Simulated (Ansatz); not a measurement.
**SnH$_{2}$, triplet: vertical spin and charge gaps**

Geometry (PBE0/def2-TZVP stationary point for this spin, not checked as a minimum):

| atom | x (Å) | y (Å) | z (Å) |
| --- | --- | --- | --- |
| Sn | 0.0000 | -0.0144 | 0.0000 |
| H | 0.0000 | 0.8475 | -1.4828 |
| H | 0.0000 | 0.8475 | 1.4828 |

Basis def2-SVP with its core potentials; Ansatz 0.2.0. Only valence electrons are correlated (noble-gas cores and the filled d shells of p-block atoms frozen). Prefix R: restricted or restricted open-shell reference. Active spaces: valence = (6e, 6o) chosen from the atoms' valence shells. No spin–orbit coupling is included; scalar relativity enters through the core potentials alone.

Gaps are energies of the second state less the first, at fixed atoms, for a selection of the levels run; each method lands on the state that its own search finds for that charge and spin.

Removing an electron, to the doublet: 7.252 eV at full CI (triplet B1, doublet ion A1, in C2v).

```csv
level,gap (eV),error (meV)
RMP2,7.226,-26
RCCSD,7.241,-11
RCCSD(T),7.250,-2
BCCD(T),7.250,-2
CASSCF (valence space),6.840,-412
MRCISD (valence space),7.228,-24
PBE,7.369,117
PBE0,7.435,183
B3LYP,7.379,127
B2PLYP,7.266,14
```

Q: PBE gives 11.418 eV for removing an electron, to the quartet. Estimate what full CI gives in def2-SVP.

A: Full CI in def2-SVP gives 11.366 eV, so against it PBE is off by 0.052 eV, of which a good part can be the reference's own basis and frozen-core error.

```tsv
level	gap (eV)	error (meV)
RMP2	11.262	-104
RCCSD	11.354	-12
BCCD(T)	11.363	-3
RCCSDT	11.365	-1
RCCSDT(Q)	11.364	-2
r2SCAN	11.446	80
PBE0	11.493	127
wB97M-V	11.655	289
B2PLYP	11.415	49
RPA-PBE	11.539	173
```

Q: PBE gives -0.663 eV for singlet less triplet. Estimate what full CI gives in def2-SVP.

A: Full CI in def2-SVP gives -0.575 eV, so against it PBE is off by -0.088 eV, of which a good part can be the reference's own basis and frozen-core error.

| level | gap (eV) | error (meV) |
| --- | --- | --- |
| RHF | -0.146 | 429 |
| RCCSD | -0.569 | 6 |
| RCCSD(T) | -0.574 | 1 |
| BCCD(T) | -0.573 | 2 |
| RCCSDT | -0.572 | 3 |
| NEVPT2 (valence space) | -0.535 | 40 |
| MRCISD (valence space) | -0.568 | 7 |
| MRCISD+Q (valence space) | -0.567 | 8 |
| wB97M-V | -0.705 | -130 |

Q: PBE gives 6.489 eV for quintet less triplet. Estimate what full CI gives in def2-SVP.

A: Full CI in def2-SVP gives 6.729 eV, so against it PBE is off by -0.240 eV, of which a good part can be the reference's own basis and frozen-core error.

| level | gap (eV) | error (meV) |
| --- | --- | --- |
| RHF | 6.392 | -337 |
| RMP2 | 6.660 | -69 |
| RCCSD | 6.729 | 0 |
| RCCSD(T) | 6.728 | -1 |
| BCCD(T) | 6.730 | 1 |
| RCCSDT | 6.729 | 0 |
| RCCSDT(Q) | 6.728 | -1 |
| CASSCF (valence space) | 6.794 | 65 |
| NEVPT2 (valence space) | 6.671 | -58 |
| MRCISD (valence space) | 6.739 | 10 |
| MRCISD+Q (valence space) | 6.725 | -4 |
| r2SCAN | 6.508 | -221 |
| PBE0 | 6.564 | -165 |
| B3LYP | 6.702 | -27 |
| wB97M-V | 6.924 | 195 |
| B2PLYP | 6.718 | -11 |
| RPA-PBE | 6.842 | 113 |

In so small a basis the reference is far from its limit while semilocal and hybrid functionals are nearer theirs (RPA and double hybrids share part of the reference's basis error), so the functionals' errors here hold much of the reference's basis and frozen-core error, which can add to them or hide them.

Full CI is exact within this basis and frozen core; it isn't the basis-set limit.
